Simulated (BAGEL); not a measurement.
**HF/6-31G(d) (density fitting with qzvpp-jkfit, spherical functions) run of C2H7Al (SMILES C[CH2][AlH2])**

What is the vertical ionisation energy of C2H7Al at HF/6-31G* (density fitting with qzvpp-jkfit, spherical functions)? 

The results are computed with BAGEL 1.2.2.

1 further run of the same task is left out (it didn't finish).

## (1) The structure to begin with

The species is C2H7Al (10 atoms), meant as a singlet with charge 0. SMILES: `C[CH2][AlH2]`. The coordinates come from a PBE0-D4/def2-TZVP relaxation.

Bond lengths: C1–C2 1.528 Å, C2–Al3 1.958 Å, C1–H4 1.094 Å, C1–H5 1.093 Å, C1–H6 1.093 Å, C2–H7 1.099 Å, C2–H8 1.099 Å, Al3–H9 1.592 Å, Al3–H10 1.592 Å. Some angles: C1–C2–Al3 116.9°, C1–C2–H7 110.4°, C1–C2–H8 110.4°, Al3–C2–H7 107.2°, Al3–C2–H8 107.3°, C2–C1–H4 112.2°, C2–C1–H5 111.7°, C2–C1–H6 111.7°, C2–Al3–H9 119.8°, C2–Al3–H10 121.0°.

## (2) The energy at HF/6-31G(d) (density fitting with qzvpp-jkfit, spherical functions)

job.json

```json
{ "bagel" : [

{
  "title" : "molecule",
  "basis" : "6-31gs.json",
  "df_basis" : "qzvpp-jkfit",
  "angstrom" : true,
  "geometry" : [
    { "atom" : "C", "xyz" : [      -0.939200,       0.315000,      -0.881100 ] },
    { "atom" : "C", "xyz" : [      -0.218500,      -0.592500,       0.114200 ] },
    { "atom" : "Al", "xyz" : [       1.379400,       0.134900,       0.981700 ] },
    { "atom" : "H", "xyz" : [      -1.818700,      -0.166800,      -1.319100 ] },
    { "atom" : "H", "xyz" : [      -0.285500,       0.607100,      -1.707400 ] },
    { "atom" : "H", "xyz" : [      -1.279400,       1.241200,      -0.410000 ] },
    { "atom" : "H", "xyz" : [       0.075900,      -1.534200,      -0.370400 ] },
    { "atom" : "H", "xyz" : [      -0.905800,      -0.910100,       0.910700 ] },
    { "atom" : "H", "xyz" : [       2.176600,      -0.747600,       2.039500 ] },
    { "atom" : "H", "xyz" : [       1.898300,       1.601800,       0.644700 ] }
  ]
},

{ "title" : "hf", "charge" : 0 },

{ "title" : "print", "file" : "orbitals.molden", "orbitals" : true }

]}
```

The basis set 6-31G* is read from a file made from the Basis Set Exchange's data (not shown).

The run is started by

```console
$ BAGEL_NUM_THREADS=1 BAGEL job.json > job.out
```

The program printed:

```text
* using 1 threads per process

  ===============================================================
  ===============================================================

  *** Geometry ***

  { "atom" : "C", "xyz" : [     -1.774831,      0.595264,     -1.665038 ] },
  { "atom" : "C", "xyz" : [     -0.412905,     -1.119663,      0.215807 ] },
  { "atom" : "Al", "xyz" : [      2.606688,      0.254924,      1.855144 ] },
  { "atom" : "H", "xyz" : [     -3.436845,     -0.315206,     -2.492738 ] },
  { "atom" : "H", "xyz" : [     -0.539517,      1.147253,     -3.226518 ] },
  { "atom" : "H", "xyz" : [     -2.417716,      2.345528,     -0.774788 ] },
  { "atom" : "H", "xyz" : [      0.143430,     -2.899218,     -0.699955 ] },
  { "atom" : "H", "xyz" : [     -1.711714,     -1.719840,      1.720974 ] },
  { "atom" : "H", "xyz" : [      4.113178,     -1.412759,      3.854096 ] },
  { "atom" : "H", "xyz" : [      3.587267,      3.026963,      1.218306 ] },

  Number of auxiliary basis functions:      404

  Since a DF basis is specified, we compute 2- and 3-index integrals:
    o Being stored without compression. Storage requirement is 0.012 GB

  Number of basis functions:       60
  Number of electrons      :       32

    * METHOD: MOLECULE                             0.12

  *** RHF ***

  === Nuclear Repulsion ===
    96.9666891596

      * DIIS with orbital gradients will be used.

  === RHF iteration (6-31gs.json) ===
      0       -321.59648619          0.01715786           0.02
      1       -321.67429124          0.00713591           0.02
      2       -321.68889224          0.00173450           0.02
      3       -321.68997331          0.00014300           0.02
      4       -321.68998474          0.00003850           0.02
      5       -321.68998542          0.00001080           0.02
      6       -321.68998547          0.00000250           0.02
      7       -321.68998547          0.00000074           0.02
      8       -321.68998547          0.00000014           0.02
      9       -321.68998547          0.00000004           0.02
     10       -321.68998547          0.00000001           0.02
    * SCF iteration converged.

    * Permanent dipole moment:
           (    0.179325,     0.115725,     0.080729) a.u.

    * METHOD: HF                                   0.28

    * METHOD: PRINT                                0.01

  ===============================================================
```

Run time: 0.56 s. Hardware: 1 thread of Arm Neoverse V2, shared host.

## (3) The doublet cation at the same level

calc.json

```json
{ "bagel": [

{
  "title": "molecule",
  "basis": "6-31gs.json",
  "df_basis": "qzvpp-jkfit",
  "angstrom": "true",
  "geometry": [
    { "atom": "C", "xyz": [      -0.939200,       0.315000,      -0.881100 ] },
    { "atom": "C", "xyz": [      -0.218500,      -0.592500,       0.114200 ] },
    { "atom": "Al", "xyz": [       1.379400,       0.134900,       0.981700 ] },
    { "atom": "H", "xyz": [      -1.818700,      -0.166800,      -1.319100 ] },
    { "atom": "H", "xyz": [      -0.285500,       0.607100,      -1.707400 ] },
    { "atom": "H", "xyz": [      -1.279400,       1.241200,      -0.410000 ] },
    { "atom": "H", "xyz": [       0.075900,      -1.534200,      -0.370400 ] },
    { "atom": "H", "xyz": [      -0.905800,      -0.910100,       0.910700 ] },
    { "atom": "H", "xyz": [       2.176600,      -0.747600,       2.039500 ] },
    { "atom": "H", "xyz": [       1.898300,       1.601800,       0.644700 ] }
  ]
},

{ "title": "uhf", "charge": 1, "nopen": 1 },

{ "title": "print", "file": "orbitals.molden", "orbitals": "true" }

]}
```

The basis set 6-31G* is read from a file made from the Basis Set Exchange's data (not shown).

The run is started by

```console
$ BAGEL_NUM_THREADS=1 BAGEL calc.json > calc.out
```

The program printed:

```text
* using 1 threads per process

  ===============================================================
  ===============================================================

  *** Geometry ***

  { "atom" : "C", "xyz" : [     -1.774831,      0.595264,     -1.665038 ] },
  { "atom" : "C", "xyz" : [     -0.412905,     -1.119663,      0.215807 ] },
  { "atom" : "Al", "xyz" : [      2.606688,      0.254924,      1.855144 ] },
  { "atom" : "H", "xyz" : [     -3.436845,     -0.315206,     -2.492738 ] },
  { "atom" : "H", "xyz" : [     -0.539517,      1.147253,     -3.226518 ] },
  { "atom" : "H", "xyz" : [     -2.417716,      2.345528,     -0.774788 ] },
  { "atom" : "H", "xyz" : [      0.143430,     -2.899218,     -0.699955 ] },
  { "atom" : "H", "xyz" : [     -1.711714,     -1.719840,      1.720974 ] },
  { "atom" : "H", "xyz" : [      4.113178,     -1.412759,      3.854096 ] },
  { "atom" : "H", "xyz" : [      3.587267,      3.026963,      1.218306 ] },

  Number of auxiliary basis functions:      404

  Since a DF basis is specified, we compute 2- and 3-index integrals:
    o Being stored without compression. Storage requirement is 0.012 GB

  Number of basis functions:       60
  Number of electrons      :       32

    * METHOD: MOLECULE                             0.12

  *** Open-shell HF ***

  === Nuclear Repulsion ===
    96.9666891596

      * DIIS with orbital gradients will be used.

  === UHF iteration (6-31gs.json) ===
      0       -321.27918824          0.02520205           0.04
      1       -321.34685613          0.00774966           0.04
      2       -321.35520763          0.00342646           0.04
      3       -321.35715892          0.00169679           0.04
      4       -321.35801898          0.00061005           0.04
      5       -321.35820630          0.00013083           0.04
      6       -321.35821972          0.00006924           0.04
      7       -321.35822386          0.00003862           0.04
      8       -321.35822508          0.00001874           0.04
      9       -321.35822536          0.00000806           0.04
     10       -321.35822541          0.00000348           0.04
     11       -321.35822542          0.00000164           0.04
     12       -321.35822543          0.00000079           0.04
     13       -321.35822543          0.00000042           0.04
     14       -321.35822543          0.00000024           0.04
     15       -321.35822543          0.00000015           0.04
     16       -321.35822543          0.00000010           0.04
     17       -321.35822543          0.00000006           0.04
     18       -321.35822543          0.00000003           0.04
     19       -321.35822543          0.00000002           0.04
     20       -321.35822543          0.00000001           0.04
    * SCF iteration converged.

    * S^2 (UHF) is 0.7624

    * Permanent dipole moment:
           (    0.270466,     0.460066,    -0.017630) a.u.

    * METHOD: UHF                                  0.92

    * METHOD: PRINT                                0.01

  ===============================================================
```

It took 1.2 s on 1 thread of Arm Neoverse V2, shared host.

## (4) Summary of results

At HF/6-31G* (density fitting with qzvpp-jkfit, spherical functions):

| quantity | value |
| --- | --- |
| singlet C2H7Al: total energy | -321.68999 Eh |
| singlet C2H7Al: dipole moment | 0.58 D |
| singlet C2H7Al: HOMO energy | -10.48 eV |
| singlet C2H7Al: LUMO energy | 1.37 eV |
| singlet C2H7Al: HOMO–LUMO gap | 11.85 eV |
| doublet cation: total energy | -321.35823 Eh |
| doublet cation: ⟨S²⟩ | 0.762 |
| vertical ionisation energy (to the doublet cation) | 9.028 eV |

**Reading.** Removing an electron at fixed nuclei costs 9.03 eV (208 kcal/mol). −ε(HOMO) before ionisation, 10.48 eV, is 1.45 eV above this ionisation energy.
